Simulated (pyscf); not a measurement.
# Four-centre exchange: H₂B–OH + silane (SiH₄) → H₂B–O–SiH₃ + hydrogen (H₂)

Gas phase, singlet surface, charge 0. Bonds broken: O2–H5, Si6–H7. Bonds formed: O2–Si6, H5–H7. Structures and frequencies: ωB97X-D3(BJ)/def2-SVP in PySCF.

Transition state (Å):

```xyz
10

B     -1.7686    -1.4488     0.0202
O     -0.7216    -0.5966    -0.1873
H     -1.5199    -2.6025     0.2741
H     -2.8852    -1.0001    -0.0624
H      0.4131    -0.5728    -0.1934
Si    -0.2710     1.2516    -0.5691
H      1.1563     0.2497    -0.3670
H      0.2291     1.6544    -1.9152
H      0.1926     2.1214     0.5492
H     -1.7497     1.5220    -0.6478
```

One imaginary mode, 1371i cm⁻¹; descent along it reached the two sides named.

```tsv
bond	change	reactant side (Å)	saddle	product side
O2–H5	breaks	0.964	1.135	2.6
Si6–H7	breaks	1.491	1.756	3.6
O2–Si6	forms	3.1	1.940	1.687
H5–H7	forms	3.0	1.122	0.760
```

Electronic energies relative to the separated reactants (kcal/mol):

```tsv
level	barrier	reaction energy	reverse barrier
ωB97X-D3(BJ)/def2-TZVP	41.3	-14.8	56.1
PBE/def2-TZVP	36.9	-11.4	48.3
r²SCAN/def2-TZVP	38.1	-14.5	52.6
B3LYP-D3(BJ)/def2-TZVP	40.7	-14.6	55.3
PBE0-D3(BJ)/def2-TZVP	38.9	-12.3	51.3
M06-2X/def2-TZVP	41.0	-17.2	58.2
ωB97M-D3(BJ)/def2-TZVP	41.2	-13.7	54.9
HF/def2-TZVP	58.7	-13.6	72.2
```

With ωB97M-D3(BJ)/def2-TZVP energies and thermal terms (ideal gas, 1 atm, RRHO with modes under 100 cm⁻¹ raised to 100, one conformer, R ln 2 for chiral ones without a mode under 150 cm⁻¹), in kcal/mol:

```csv
T (K),ΔH‡,ΔG‡,ΔH,ΔG
298,39.0,48.1,-16.5,-15.6
600,39.4,57.2,-15.2,-15.2
900,40.2,66.0,-14.3,-15.3
1200,41.1,74.4,-13.6,-15.8
```

The same reactants have a lower exit, to BH₃ + HO–SiH₃ (highest point, the separated products, at +17.2 kcal/mol at ωB97M-D3(BJ)/def2-TZVP, against +41.2 kcal/mol here). This is the saddle that the search found; another between the same sides may lie lower.
